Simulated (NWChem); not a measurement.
All runs are NWChem calculations. System: ClNa, charge 0, spin multiplicity 1, at a geometry optimised with B3LYP/def2-SVP. The structure started from a generated list of species. Level: TD-B3LYP/6-31G* (spherical d), VWN1-RPA local correlation.

Part of the output:

```
             Northwest Computational Chemistry Package (NWChem) 7.3.0
             --------------------------------------------------------

                                NWChem Input Module
                                -------------------

 Scaling coordinates for geometry "geometry" by  1.889725989
 (inverse scale =  0.529177249)

                             Geometry "geometry" -> ""
                             -------------------------

 Output coordinates in angstroms (scale by  1.889725989 to convert to a.u.)

  No.       Tag          Charge          X              Y              Z
 ---- ---------------- ---------- -------------- -------------- --------------
    1 Na                  11.0000     0.00000000     0.00000000    -1.42093700
    2 Cl                  17.0000     0.00000000     0.00000000     0.91943000

 Effective nuclear repulsion energy (a.u.)      42.2823196375

            Nuclear Dipole moment (a.u.)
            ----------------------------
        X                 Y               Z
 ---------------- ---------------- ----------------
     0.0000000000     0.0000000000     0.0000056692


 Summary of "ao basis" -> "" (spherical)
 ------------------------------------------------------------------------------
       Tag                 Description            Shells   Functions and Types
 ---------------- ------------------------------  ------  ---------------------
 *                           6-31g*                   on all atoms

                                 NWChem DFT Module
                                 -----------------

 Summary of "ao basis" -> "ao basis" (spherical)
 ------------------------------------------------------------------------------
       Tag                 Description            Shells   Functions and Types
 ---------------- ------------------------------  ------  ---------------------
 Na                          6-31g*                  8       18   4s3p1d
 Cl                          6-31g*                  8       18   4s3p1d

 Summary of "ao basis" -> "ao basis" (spherical)
 ------------------------------------------------------------------------------
       Tag                 Description            Shells   Functions and Types
 ---------------- ------------------------------  ------  ---------------------
 Na                          6-31g*                  8       18   4s3p1d
 Cl                          6-31g*                  8       18   4s3p1d
[...]
     Transition Moments   YY  2.50998  YZ -0.00000  ZZ  1.80875
     Dipole Oscillator Strength                    0.1258522701
     Electric Quadrupole                           0.0000000082
     Magnetic Dipole                               0.0000000000
     Total Oscillator Strength                     0.1258522784

          sigma_e =   3.4097 Angstrom
          sigma_h =   1.1769 Angstrom
         |d_h->e| =   2.5286 Angstrom
            d_exc =   4.4008 Angstrom
            d_CD1 =   4.7614 Angstrom
            d_CD2 =   0.2353 Angstrom
            d_CD3 =   6.9294 Angstrom
     Pearson C.C. =   0.0047

     Occ.   12  a   ---  Virt.   15  a    0.17766 X
     Occ.   12  a   ---  Virt.   18  a   -0.08951 X
     Occ.   12  a   ---  Virt.   19  a    0.05296 X
     Occ.   12  a   ---  Virt.   22  a   -0.07570 X
     Occ.   13  a   ---  Virt.   16  a   -0.68991 X
     Occ.   14  a   ---  Virt.   17  a   -0.68991 X
  ----------------------------------------------------------------------------
  Root   8 singlet a              0.212849810 a.u.                5.7919 eV
  ----------------------------------------------------------------------------
     Transition Moments    X -0.26787   Y -0.24484   Z  0.00000
     Transition Moments   XX -0.00000  XY  0.00000  XZ  1.22861
     Transition Moments   YY -0.00000  YZ  1.12298  ZZ -0.00000
     Dipole Oscillator Strength                    0.0186887369
     Electric Quadrupole                           0.0000001423
     Magnetic Dipole                               0.0000000087
     Total Oscillator Strength                     0.0186888879

          sigma_e =   3.2954 Angstrom
          sigma_h =   1.2347 Angstrom
         |d_h->e| =   2.3172 Angstrom
            d_exc =   4.2151 Angstrom
            d_CD1 =   4.3780 Angstrom
            d_CD2 =   0.0522 Angstrom
            d_CD3 =   6.5323 Angstrom
     Pearson C.C. =  -0.0016

     Occ.   12  a   ---  Virt.   16  a   -0.97335 X
     Occ.   13  a   ---  Virt.   18  a   -0.22354 X
  ----------------------------------------------------------------------------
  Root   9 singlet a              0.212849815 a.u.                5.7919 eV
  ----------------------------------------------------------------------------
     Transition Moments    X  0.24484   Y -0.26787   Z -0.00000
     Transition Moments   XX  0.00000  XY -0.00000  XZ -1.12298
     Transition Moments   YY  0.00000  YZ  1.22861  ZZ  0.00000
     Dipole Oscillator Strength                    0.0186888224
     Electric Quadrupole                           0.0000001423
     Magnetic Dipole                               0.0000000087
     Total Oscillator Strength                     0.0186889734

          sigma_e =   3.2955 Angstrom
          sigma_h =   1.2347 Angstrom
         |d_h->e| =   2.3172 Angstrom
            d_exc =   4.2151 Angstrom
            d_CD1 =   4.3780 Angstrom
            d_CD2 =   0.0522 Angstrom
            d_CD3 =   6.5323 Angstrom
     Pearson C.C. =  -0.0016

     Occ.   12  a   ---  Virt.   17  a    0.97335 X
     Occ.   14  a   ---  Virt.   18  a    0.22354 X
  ----------------------------------------------------------------------------
  Root  10 singlet a              0.221472931 a.u.                6.0266 eV
  ----------------------------------------------------------------------------
     Transition Moments    X  0.54317   Y -0.57879   Z  0.00000
     Transition Moments   XX -0.00000  XY  0.00000  XZ  0.62023
     Transition Moments   YY -0.00000  YZ -0.66090  ZZ -0.00000
     Dipole Oscillator Strength                    0.0930226710
     Electric Quadrupole                           0.0000000475
     Magnetic Dipole                               0.0000001441
     Total Oscillator Strength                     0.0930228627

          sigma_e =   3.7099 Angstrom
          sigma_h =   1.1772 Angstrom
         |d_h->e| =   1.7658 Angstrom
            d_exc =   4.2723 Angstrom
            d_CD1 =   4.2984 Angstrom
            d_CD2 =  -0.6778 Angstrom
            d_CD3 =   6.0381 Angstrom
     Pearson C.C. =   0.0017

     Occ.   12  a   ---  Virt.   17  a    0.22486 X
     Occ.   14  a   ---  Virt.   18  a   -0.97022 X
     Occ.   14  a   ---  Virt.   19  a   -0.07686 X

              Target root =      1
          Target symmetry = none
      Ground state energy =   -622.556841464854
        Excitation energy =      0.119681917741
     Excited state energy =   -622.437159547113

  stored tddft:energy   -622.43715954711297

 Task  times  cpu:       13.4s     wall:       13.4s

 Total times  cpu:       13.4s     wall:       13.4s
```

Question: Write an NWChem input that would produce this output.

Answer: This is not unique; one that fits is 
```
start mol
memory heap 200 mb stack 900 mb global 1100 mb
geometry units angstroms nocenter noautoz noautosym
  Na     0.000000     0.000000    -1.420937
  Cl     0.000000     0.000000     0.919430
end
basis spherical
  * library 6-31g*
end
dft
  xc b3lyp
  semidirect memsize 60000000 filesize 0
  iterations 100
end
tddft
  rpa
  nroots 10
  notriplet
end
task tddft energy
```
